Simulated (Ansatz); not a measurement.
Two structures of SiNH$_{4}$Cl, closed shell, reached by relaxing down either side of one saddle point (PBE0-D4/def2-TZVP). Energies are electronic, without zero-point energy. Ansatz 0.2.0; basis: def2-TZVPP and def2-QZVPP; cores frozen in the correlated methods. Extrapolation: Hartree–Fock as exp(−7.88 √X), correlation as X^−2.97. First:

Si1  (-0.456, -0.705, -1.093)
Cl2  (1.156, -1.937, -0.361)
H3  (-0.630, 1.440, 0.349)
N4  (0.109, 0.759, 0.200)
H5  (-1.464, -1.134, -0.027)
H6  (0.926, 1.243, -0.158)
H7  (0.358, 0.335, 1.090)
(Å)

Second:

```json
{"atom": "Si1", "x (Å)": "-0.3601", "y (Å)": "-0.2970", "z (Å)": "-0.4275"}
{"atom": "Cl2", "x (Å)": "0.9465", "y (Å)": "-1.7399", "z (Å)": "-1.1361"}
{"atom": "H3", "x (Å)": "-0.7231", "y (Å)": "0.5271", "z (Å)": "-1.5996"}
{"atom": "N4", "x (Å)": "0.2725", "y (Å)": "0.7271", "z (Å)": "0.7740"}
{"atom": "H5", "x (Å)": "-1.5044", "y (Å)": "-1.0372", "z (Å)": "0.1447"}
{"atom": "H6", "x (Å)": "0.9469", "y (Å)": "1.4363", "z (Å)": "0.5353"}
{"atom": "H7", "x (Å)": "0.4214", "y (Å)": "0.3836", "z (Å)": "1.7093"}
```

(1) Which bonds change from the first to the second?

(2) Give the saddle point's structure and its height above each. (Judge from chemistry; the value comes from the calculation.)

No T1 diagnostic of these runs exceeds 0.013. The restricted Hartree–Fock reference is unstable towards an unrestricted one at one or more of these structures.

## Answers

(1) SiHCl ([SiH][Cl]) + NH₃ → SiNH₄Cl ([NH2][SiH2][Cl]); bonds formed: Si1–H3; dative contacts that become bonds: Si1–N4; bonds broken: H3–N4.

(2) By the calculation: 1.735 eV above the first and 3.273 eV above the second (CCSD(T) at an estimated basis limit (MP2 extrapolated from triple and quadruple zeta, plus CCSD(T) − MP2 in triple zeta)).
Si1  (-0.399, -0.537, -0.741)
Cl2  (1.082, -1.976, -1.039)
H3  (-0.576, 1.077, -0.582)
N4  (0.195, 0.721, 0.485)
H5  (-1.392, -1.220, 0.141)
H6  (1.036, 1.229, 0.242)
H7  (0.053, 0.706, 1.493)
(Å)

Losses and insertions of silylenes and their heavier kin drive the gas-phase chemistry of silicon and germanium vapour deposition.

Labels in which every atom is bracketed show which atoms are joined, not bond orders.

For scale, one of the runs: CCSD(T)/def2-TZVPP, 171 basis functions (an equivalent command: `ansatz run in.yaml --threads 2`). Hardware: 2 CPU threads, shared host. Wall time 23 s; peak host memory 1.4 GiB.
